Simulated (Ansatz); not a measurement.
H3Si, SMILES `[SiH3]` radical at its PBE0-D4/def2-TZVP geometry, where that method's forces vanish. Charge 0, multiplicity 2.

```json
{"atom": "Si1", "x (Å)": "0.0634", "y (Å)": "0.2040", "z (Å)": "0.2614"}
{"atom": "H2", "x (Å)": "-1.3122", "y (Å)": "-0.3318", "z (Å)": "0.4320"}
{"atom": "H3", "x (Å)": "1.0729", "y (Å)": "-0.8862", "z (Å)": "0.2861"}
{"atom": "H4", "x (Å)": "0.1758", "y (Å)": "1.0140", "z (Å)": "-0.9794"}
```

Question: For each bond, give half the difference of the two atoms' forces along it (eV/Å; positive pushes the atoms apart) under PBE-D4, r2SCAN-D4, B3LYP-D4, ωB97M-V in def2-TZVPP. (Estimate.)

Answer: Ansatz gave: 
| bond | length (Å) | PBE-D4 | r2SCAN-D4 | B3LYP-D4 | ωB97M-V |
| --- | --- | --- | --- | --- | --- |
| Si1–H2 | 1.486 | 0.10 | -0.03 | -0.04 | -0.10 |
| Si1–H3 | 1.486 | 0.10 | -0.03 | -0.04 | -0.10 |
| Si1–H4 | 1.486 | 0.10 | -0.03 | -0.04 | -0.10 |

B3LYP here is the variant with VWN-RPA as its local correlation; programs differ in this.
